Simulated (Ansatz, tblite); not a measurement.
TO(Γ) frequency (cm⁻¹) of solids drawn from the class of alkali halides, at two levels: GFN1-xTB tight binding with its D3(BJ) term, in tblite, supercell at the zone centre, Fermi filling at 1000 K (free energies), no spin polarisation (tblite), and PBE (plane waves, PAW; Ansatz, a program for electronic structure).

```csv
solid,GFN1-xTB,PBE,shift (%)
rock-salt KF,91,164,+80
rock-salt LiBr,177,141,-20
rock-salt NaF,49,224,+357
rock-salt NaCl,155,151,-2.6
rock-salt KI,112,88,-21
rock-salt KBr,119,100,-16.0
rock-salt LiF,75,266,+255
rock-salt NaI,139,103,-26
rock-salt LiCl,250,167,-33
```

The shifts run from -33 % to +357 %, with a median of -16.0 %.

Over all 9 rows PBE is the larger in 3.

Spin–orbit coupling is left out, also for the solids with elements from indium on (rock-salt KI, rock-salt NaI); its size isn't shown.

Each level is taken at its own relaxed cell. Caveats: the method was fitted mainly to molecules (GFN1-xTB: rock-salt KF, rock-salt LiBr, rock-salt NaF, rock-salt NaCl, rock-salt KI, rock-salt KBr and 3 more); the run uses a supercell at the zone centre in place of a k mesh (GFN1-xTB: rock-salt KF, rock-salt LiBr, rock-salt NaF, rock-salt NaCl, rock-salt KI, rock-salt KBr and 3 more). Ansatz's density-functional and Hartree–Fock values are scalar-relativistic unless marked +SOC, with PAW data made under PBE.
